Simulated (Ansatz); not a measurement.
Scan of [GeH3···H···CH2], triplet

Starting geometry:

```xyz
8

Ge   -0.5259    0.0000    0.0000
H    -1.0374    1.4466    0.0000
H    -1.0373   -0.7233    1.2528
H    -1.0374   -0.7233   -1.2528
H     1.0084    0.0000    0.0000
C     2.8151    0.0000    0.0000
H     3.2296    0.0000    0.9962
H     3.2296    0.0000   -0.9962
```

From there H5 is moved from one fragment to the other while all else, the fragments' distance too, stays fixed; atoms are numbered as listed. Energies are in eV, counted from the starting geometry at the same level. Kohn–Sham curves are unrestricted where that lies lower.

Basis cc-pVDZ; Ansatz 0.2.0. Correlated methods freeze the noble-gas cores and the filled d shells of p-block atoms. Prefix R: restricted or restricted open-shell reference; prefix U: unrestricted. Active spaces: frontier = (10e, 10o) about the gap. No spin–orbit coupling is included, and no scalar relativity.

Runs in a small pair space aren't shown, since their orbitals change along the scan. A value is left out where its run failed or describes another state than the reference as far as symmetry and spin tell, or, spin-broken singlets apart, can't be checked.

Full CI isn't at hand for all of this; UCCSDT(Q) serves as the reference, and is uncertain by about the last step of the cluster series. The frozen core follows each run's orbitals, which can shift R against U totals by a few meV for light atoms and by up to 0.1 eV past Ca.

| distance Ge1-H5 (Å) | UCCSDT(Q) | curve A | curve B | curve C | curve D |
| --- | --- | --- | --- | --- | --- |
| 1.534 | 0.000 | 0.000 | 0.000 | 0.000 | 0.000 |
| 1.637 | 0.003 | -0.016 | – | -0.046 | 0.028 |
| 1.841 | -0.048 | -0.113 | -0.044 | -0.172 | 0.029 |
| 2.046 | -0.528 | -0.598 | -0.527 | -0.624 | -0.508 |
| 2.251 | -0.912 | -0.967 | -0.916 | -0.956 | -0.953 |

(1) The curves come from MRCISD+Q (frontier space), PBE0, RPA-PBE, UMP2. Compare each with UCCSDT(Q) and say which is which.

In so small a basis the reference is far from its limit while semilocal and hybrid functionals are nearer theirs (RPA and double hybrids share much of the reference's basis error), so the functionals' errors here hold much of the reference's basis and frozen-core error, which can add to them or hide them.

Results:

(1) A: RPA-PBE, B: MRCISD+Q (frontier space), C: PBE0, D: UMP2. Spread of the error against UCCSDT(Q), over the points where both stand: A 0.071, B 0.008, C 0.124, D 0.118 eV.  The program flagged some runs of MRCISD+Q (frontier space) as in doubt.
